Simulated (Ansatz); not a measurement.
**CHS+ (triplet): from Hartree-Fock to the top rungs, 6-31G**

How much of the correlation energy of CHS+ (triplet) does each wave-function method recover here?

The runs use Ansatz 0.2.0, Gaussian basis; 6-31G, core rule «outside noble gas», up to 6 orbitals frozen.

The runs, in order: UHF; CCSD(T) on ROHF; CCSD(T) on UHF; BCCD(T) on ROHF; CISD; CCSDT(Q) on ROHF; CCSDT(Q) on UHF; CCSDTQ on ROHF; CCSDTQ on UHF; CASSCF and MRCISD+Q, 10 electrons in 9 orbitals; CASSCF and NEVPT2, 10 electrons in 9 orbitals; Full CI.

5 further runs of the same task are left out: 5 set aside as unsound or not needed.

**1. The system**

The geometry is a PBE0/def2-TZVP stationary point (not a proven minimum) of the parent state, kept for this charge and spin.

3 atoms, charge 1, spin multiplicity 3.

Atoms are counted from 1 here; the program's logs count them from 0.

Bond lengths: C1–S2 1.638 Å, S2–H3 1.374 Å. Angles: C1–S2–H3 103.4°.

As a file:

```xyz
3
CHS
C     0.0000    0.0808    1.2061
S     0.0000   -0.0690   -0.4246
H     0.0000    1.2326   -0.8640
```

**2. UHF**

The input, in.yaml:

```yaml
crystal:
  periodic: [false, false, false]
  atoms:
    - {symbol: C, position_ang: [0.000000, 0.080818, 1.206103]}
    - {symbol: S, position_ang: [0.000000, -0.069018, -0.424614]}
    - {symbol: H, position_ang: [0.000000, 1.232583, -0.864020]}
basis:
  gaussian: {orbitals: 6-31G}
total_charge: 1
magnetization: {spin_polarized: true, initial_magnetization: 2}
hamiltonian: {xc: hf}
output: {orbitals: {seedname: orbitals}}
```

Launch:

```
> ansatz run in.yaml --threads 1 --pin off --events-out ev --progress --plain --max-ram 4096MiB --backend cpu
```

The runs that follow: CCSD(T) on ROHF; CCSD(T) on UHF; BCCD(T) on ROHF; CISD; CCSDT(Q) on ROHF; CCSDT(Q) on UHF; CCSDTQ on ROHF; CCSDTQ on UHF; CASSCF and MRCISD+Q, 10 electrons in 9 orbitals; CASSCF and NEVPT2, 10 electrons in 9 orbitals; Full CI.

Q: Predict the results of all the runs planned. Wanted: FCI below the RHF energy; RMP2 from FCI; UMP2 from FCI; RCCSD from FCI; RCCSD(T) from FCI; UCCSD(T) from FCI; RCCSDT(Q) from FCI; UCCSDT(Q) from FCI; NEVPT2 valence from FCI.

The runs gave:

| quantity | value |
| --- | --- |
| FCI below the RHF energy | -3.9115 eV |
| RMP2 from FCI | +1019.2 meV |
| UMP2 from FCI | +1054.8 meV |
| RCCSD from FCI | +188.4 meV |
| RCCSD(T) from FCI | +37.3 meV |
| UCCSD(T) from FCI | +56.7 meV |
| RCCSDT(Q) from FCI | +3.3 meV |
| UCCSDT(Q) from FCI | -2.4 meV |
| NEVPT2 valence from FCI | +270.4 meV |
| MRCISD+Q valence from FCI | +11.1 meV |
| levels within 1 kcal/mol (43 meV) | RCCSD(T), RCCSDT, UCCSDT, RCCSDT(Q), UCCSDT(Q), RCCSDTQ, UCCSDTQ, MRCISD valence, MRCISD+Q valence |
| T1 diagnostic | 0.059 |
| effectively unpaired electrons | 2.16 |

**Reading.** RCCSD(T) misses by +37.3 meV, 1.0 % of the correlation energy. UCCSDT(Q) falls below full CI: unrestricted runs freeze a spin-polarised core, another one than full CI's, and coupled cluster isn't variational. The occupations are near whole numbers, but T1 = 0.059 shows that the orbitals relax strongly. Of the multireference levels listed MRCISD+Q valence comes nearest in total energy (+11.1 meV), which doesn't show that its space is the better one. These misses are within one basis, not against nature; the frozen cores of restricted and unrestricted runs differ, which can shift their rows.
